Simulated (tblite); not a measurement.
Compound: formyl chloride, CHClO.
SMILES: `O=CCl`

Calculated harmonic vibrations of the isolated species, GFN2-xTB (tblite), most abundant isotopes, no scaling. This tight-binding method is rough: wavenumbers can miss measured ones by several per cent, in bad cases by 10 to 20.

Harmonic wavenumbers (cm⁻¹): 456.5, 698.4, 867.3, 1278.9, 1809.7, 2865.8.

A = 78613, B = 6310, C = 5842 MHz; mass 63.972 u (most abundant isotopes); point group Cs, symmetry number 1.

Problem. What is the zero-point energy?

Solution. Half the sum of the wavenumbers: 3988 cm⁻¹ = 47.71 kJ/mol.

Problem. Give the ideal-gas entropy at 200 K and 1 bar in the rigid-rotor, harmonic-oscillator model (classical rotation).

Solution. Translation 152.42, rotation 88.04, vibration 1.84: S = 242.3 J/(mol K).

Problem. And Cp and H(200 K) − H(0)?

Solution. Cp = 38.99 J/(mol K), of which vibrations give 5.73 (their classical limit is 6 R = 49.9); H(200 K) − H(0) = 6.94 kJ/mol without the zero-point energy, 0.29 from vibrations.

Problem. What must be added to the electronic energy to get the Gibbs energy at 200 K and 1 bar?

Solution. ZPE + [H(200 K) − H(0)] − T·S = 47.71 + 6.94 − 48.46 = 6.19 kJ/mol.

Problem. Which modes carry the vibrational entropy at 200 K?

Solution. 456.5 cm⁻¹: 1.38; 698.4 cm⁻¹: 0.33; 867.3 cm⁻¹: 0.12; 1278.9 cm⁻¹: 0.01; 1809.7 cm⁻¹: 0.00; 2865.8 cm⁻¹: 0.00 J/(mol K).
